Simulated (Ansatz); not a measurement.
```yaml
crystal:
  periodic: [false, false, false]
  atoms:
    - {symbol: Al, position_ang: [0.000000, 0.000000, -0.211609]}
    - {symbol: Si, position_ang: [0.000000, 0.000000, 2.117231]}
    - {symbol: F, position_ang: [0.000000, 0.000000, -1.905622]}
basis:
  gaussian: {orbitals: def2-TZVP}
magnetization: {spin_polarized: true, initial_magnetization: 2}
hamiltonian: {xc: pbe0}
relax: {f_tol: 0.004, max_steps: 80}
```

```sh
$ ansatz run in.yaml --threads 1 --pin off --events-out ev --progress --plain --max-ram 2176MiB
```

Steps of the relaxation (energy above the last step; positions in Å, forces in eV/Å):

```
3
step 1, 32.0 meV
Al    0.000    0.000   -0.212    0.000    0.000   -1.417
Si    0.000    0.000    2.117    0.000    0.000    0.244
F     0.000    0.000   -1.906    0.000    0.000    1.172
```

```
3
step 2, 11.1 meV
Al    0.000    0.000   -0.225    0.000    0.000   -0.800
Si    0.000    0.000    2.125    0.000    0.000    0.053
F     0.000    0.000   -1.900    0.000    0.000    0.747
```

```
3
step 3, 0.1 meV
Al    0.000    0.000   -0.237    0.000    0.000    0.088
Si    0.000    0.000    2.118    0.000    0.000    0.005
F     0.000    0.000   -1.881    0.000    0.000   -0.092
```

```
3
step 4, 0.0 meV
Al    0.000    0.000   -0.236    0.000    0.000   -0.001
Si    0.000    0.000    2.119    0.000    0.000    0.002
F     0.000    0.000   -1.883    0.000    0.000   -0.001
```

Close pairs at the end: Al1–F3 1.647 Å, Al1–Si2 2.355 Å.

A stationary point of unrestricted PBE0 after 4 steps, with ⟨S²⟩ = 2.009 against 2.00 for a pure state; no frequencies were run, so it isn't proven a minimum. 18 s on 1 thread of Intel Xeon Platinum 8259CL, shared host.
